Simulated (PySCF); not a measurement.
## How far are cheaper levels from CCSD(T)/CBS for PO?

PySCF; the state is a doublet (π ↑). The composite is CCSD(T) extrapolated to the basis-set limit from two correlation-consistent sets, with core-valence (CV) and scalar-relativistic (SR) terms as its label shows; it has no spin–orbit coupling and nothing beyond (T). Here it is CCSD(T)/CBS(TQ)+CV+SR. It gives Re = 1.477 Å, ωe = 1241 cm⁻¹ and De = 6.16 eV to P + O.

| level | basis | relativity | Re (Å) | ωe (cm⁻¹) | De (eV) |
| --- | --- | --- | --- | --- | --- |
| ROHF | pcseg-1 | no relativity | 1.458 | 1398 | 2.02 |
| ROHF-SCS-MP2 | def2-SVP | no relativity | 1.510 | 1194 | 5.24 |
| PBEsol | def2-TZVPPD | no relativity | 1.491 | 1216 | 7.04 |
| BP86 | pcseg-1 | no relativity | 1.520 | 1154 | 6.25 |
| r²SCAN | pcseg-1 | no relativity | 1.503 | 1210 | 5.67 |
| TPSSh | def2-TZVPP | no relativity | 1.484 | 1247 | 5.98 |
| PBE0 | pcseg-1 | no relativity | 1.495 | 1248 | 5.49 |
| PBE0 | aug-pcseg-1 | no relativity | 1.496 | 1242 | 5.65 |
| PBE0 | def2-TZVPP | no relativity | 1.474 | 1288 | 5.99 |
| CAM-B3LYP | 3-21G | no relativity | 1.560 | 1186 | 4.37 |

**Question.** Give the difference of each row from the composite.

**Answer.** 

```csv
level,basis,ΔRe (pm),Δωe (%),ΔDe (eV)
ROHF,pcseg-1,-1.9,+12.7,-4.14
ROHF-SCS-MP2,def2-SVP,+3.3,-3.8,-0.92
PBEsol,def2-TZVPPD,+1.4,-2.0,+0.88
BP86,pcseg-1,+4.3,-7.0,+0.09
r²SCAN,pcseg-1,+2.6,-2.5,-0.49
TPSSh,def2-TZVPP,+0.7,+0.5,-0.18
PBE0,pcseg-1,+1.8,+0.6,-0.67
PBE0,aug-pcseg-1,+1.9,+0.1,-0.51
PBE0,def2-TZVPP,-0.3,+3.8,-0.17
CAM-B3LYP,3-21G,+8.3,-4.4,-1.79
```

**Question.** Which rows come closest in De?

**Answer.** BP86 in pcseg-1 (+0.09 eV), counted from the composite.

Correlated steps freeze 6 core orbitals. Correlated levels converge slowly with the basis: in double zeta they bind strong bonds too weakly, by up to about 1 eV, and carry superposition errors of some tenths. 3-21G is very small, so such numbers show the basis as much as the molecule. The state was picked by a PBE0 search and need not be the measured ground state.
